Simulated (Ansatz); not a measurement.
# [OH···H···CH₂], triplet along the distance O1-H3

Starting geometry:

```csv
atom,x (Å),y (Å),z (Å)
O,-1.0723,-0.0291,0.0000
H,-1.3216,0.8974,0.0000
H,-0.1128,-0.0291,0.0000
C,1.2667,-0.0291,0.0000
H,1.6811,-0.0291,0.9962
H,1.6811,-0.0291,-0.9962
```

From there H3 is moved from one fragment to the other while all else, the fragments' distance too, stays fixed; atoms are numbered as listed. Energies are in kJ/mol, counted from the starting geometry at the same level.

Basis cc-pVDZ; Ansatz 0.2.0. Correlated methods freeze the noble-gas cores. R marks a restricted (for open shells ROHF) determinant, U an unrestricted one.

Full CI isn't at hand for all of this; UCCSDT(Q) serves as the reference, and is uncertain by about the last step of the cluster series.

```json
{"distance O1-H3 (Å)": "0.892", "UHF": "6.6"}
{"distance O1-H3 (Å)": "0.960", "UHF": "0.0"}
{"distance O1-H3 (Å)": "1.001", "UHF": "5.1"}
{"distance O1-H3 (Å)": "1.042", "UHF": "12.9"}
{"distance O1-H3 (Å)": "1.084", "UHF": "20.6"}
{"distance O1-H3 (Å)": "1.125", "UHF": "25.6"}
{"distance O1-H3 (Å)": "1.166", "UHF": "27.2"}
{"distance O1-H3 (Å)": "1.208", "UHF": "25.9"}
{"distance O1-H3 (Å)": "1.249", "UHF": "24.2"}
```

Estimate the UCCSDT(Q) curve in cc-pVDZ from this one, knowing how UHF errs.

The computed UCCSDT(Q) values, in kJ/mol from the starting point, and the error of UHF against them:
```tsv
distance O1-H3 (Å)	UCCSDT(Q)	UHF less UCCSDT(Q)
0.892	17.5	-10.9
0.960	0.0	0.0
1.001	-1.0	6.1
1.042	1.9	11.0
1.084	6.7	13.9
1.125	12.0	13.7
1.166	17.1	10.1
1.208	22.5	3.4
1.249	28.9	-4.7
```

The error spans 24.8 kJ/mol and is largest, 13.9 kJ/mol, at 1.084 Å.
